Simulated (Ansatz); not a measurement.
# Dissociation curves of BH3 (SMILES [H]B([H])[H])

The species is BH3 (4 atoms), meant as a singlet with charge 0. As SMILES, `[H]B([H])[H]`. The shape is that of a GFN2-xTB optimisation.

```xyz
4

B     0.0001    0.0000   -0.0014
H     1.1639   -0.0303    0.0153
H    -0.5553    1.0234   -0.0186
H    -0.6086   -0.9931    0.0048
```

The B1–H4 distance is scanned; the parts on either side stay rigid. Basis 6-31G(d), 1 core orbital frozen in the correlated methods; program Ansatz 0.2.0. FCI is exact within this basis and core. Energies in eV from each method's value at 1.165 Å; methods without a U are spin-restricted. The shape above is that at 1.165 Å.

At 2.91 Å, estimate the order of these methods by their error in the energy rise against FCI, smallest first.
A. HF
B. CCSD
C. CCSDTQ

C (0.00 eV), B (0.18 eV), A (1.94 eV).

```json
{"distance (Å)": "1.165", "HF": "0.00", "CCSD": "0.00", "CCSDTQ": "0.00", "FCI": "0.00"}
{"distance (Å)": "1.456", "HF": "0.61", "CCSD": "0.54", "CCSDTQ": "0.53", "FCI": "0.53"}
{"distance (Å)": "1.747", "HF": "1.85", "CCSD": "1.63", "CCSDTQ": "1.61", "FCI": "1.61"}
{"distance (Å)": "2.330", "HF": "4.26", "CCSD": "3.46", "CCSDTQ": "3.37", "FCI": "3.37"}
{"distance (Å)": "2.912", "HF": "6.12", "CCSD": "4.37", "CCSDTQ": "4.19", "FCI": "4.19"}
```
